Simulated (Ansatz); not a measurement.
# AlNH (doublet): wave-function methods side by side at distance Al1–N2 = 2.387 Å, 6-31G

Aim: climb from Hartree-Fock through coupled cluster and multireference methods for AlNH (doublet) at one geometry and basis, and see what each rung misses.

The runs use Ansatz 0.2.0, Gaussian basis; 6-31G, core rule «outside noble gas», up to 6 orbitals frozen.

The runs, in order: UHF; CCSD(T) on ROHF; CCSD(T) on UHF; BCCD(T) on ROHF; CISD; CCSDT(Q) on ROHF; CCSDT(Q) on UHF; CISDTQ; CCSDTQ on ROHF; CASSCF and MRCISD+Q, 3 electrons in 3 orbitals; CASSCF and NEVPT2, 3 electrons in 3 orbitals; CASSCF and MRCISD+Q, 9 electrons in 9 orbitals; CASSCF and NEVPT2, 9 electrons in 9 orbitals; Full CI.

23 further runs of the same task are left out: 2 for a known fault of the program, 17 that didn't finish, 4 set aside as unsound or not needed.

## 1. What is computed

The geometry derives from a PBE0/def2-TZVP stationary point (not a proven minimum). One bond is set to the value named and the two fragments are kept rigid.

3 atoms, charge 0, spin multiplicity 2.

Atoms are counted from 1 here; the program's logs count them from 0.

Bond lengths: Al1–H3 1.580 Å.

## 2. UHF

Contents of in.yaml:

```yaml
crystal:
  periodic: [false, false, false]
  atoms:
    - {symbol: Al, position_ang: [0.000000, 0.000000, 0.268968]}
    - {symbol: N, position_ang: [0.000000, 0.000000, -2.118032]}
    - {symbol: H, position_ang: [0.000000, 0.000000, 1.849063]}
basis:
  gaussian: {orbitals: 6-31G}
magnetization: {spin_polarized: true, initial_magnetization: 1}
hamiltonian: {xc: hf}
output: {orbitals: {seedname: orbitals}}
```

Started as:

```
ansatz run in.yaml --threads 1 --pin off --events-out ev --progress --plain --max-ram 2393MiB
```

After this run come: CCSD(T) on ROHF; CCSD(T) on UHF; BCCD(T) on ROHF; CISD; CCSDT(Q) on ROHF; CCSDT(Q) on UHF; CISDTQ; CCSDTQ on ROHF; CASSCF and MRCISD+Q, 3 electrons in 3 orbitals; CASSCF and NEVPT2, 3 electrons in 3 orbitals; CASSCF and MRCISD+Q, 9 electrons in 9 orbitals; CASSCF and NEVPT2, 9 electrons in 9 orbitals; Full CI.

Q: Predict the results of all the runs planned. Wanted: FCI from the RHF energy; RMP2 from FCI; UMP2 from FCI; RCCSD from FCI; RCCSD(T) from FCI; UCCSD(T) from FCI; RCCSDT(Q) from FCI; UCCSDT(Q) from FCI; NEVPT2 pair from FCI.

**Answer**, as computed:

```
                         quantity                                                        value
          FCI from the ROHF energy                                                   -4.9195 eV
                    RMP2 from FCI                                                  +2022.1 meV
                    UMP2 from FCI                                                  +1391.3 meV
                   RCCSD from FCI                                                   +465.8 meV
                RCCSD(T) from FCI                                                    +79.3 meV
                UCCSD(T) from FCI                                                   +162.5 meV
               RCCSDT(Q) from FCI                                                    -93.6 meV
               UCCSDT(Q) from FCI                                                    +26.4 meV
             NEVPT2 pair from FCI                                                  +1274.6 meV
           MRCISD+Q pair from FCI                                                    +27.1 meV
          NEVPT2 valence from FCI                                                   +379.0 meV
levels within 1 kcal/mol (43 meV)  RCCSDT, UCCSDT(Q), RCCSDTQ, MRCISD+Q pair, MRCISD+Q valence
                    T1 diagnostic                                                        0.171
   effectively unpaired electrons                                                         1.91
```

RCCSD(T) misses by +79.3 meV, 1.6 % of the correlation energy. CCSD(T) misses by +79.3 meV on the restricted determinant and by +162.5 meV on the unrestricted one; the two need not hold the same state or core. RCCSDT(Q) falls below full CI, which methods that aren't variational can do. The occupations show strong static correlation (1.9 unpaired electrons where one determinant has 1). Coupled cluster on one determinant still stays close here. Of the multireference levels listed MRCISD+Q pair comes nearest in total energy (+27.1 meV), which doesn't show that its space is the better one. These misses are within one basis, not against nature; the frozen cores of restricted and unrestricted runs differ, which can shift their rows.

Levels on UHF freeze UHF's core orbitals, full CI those of ROHF, so the U rows can settle a little off it for that reason alone.

With open shells the CI space here admits some triples and quadruples, so it is larger than plain CISD.
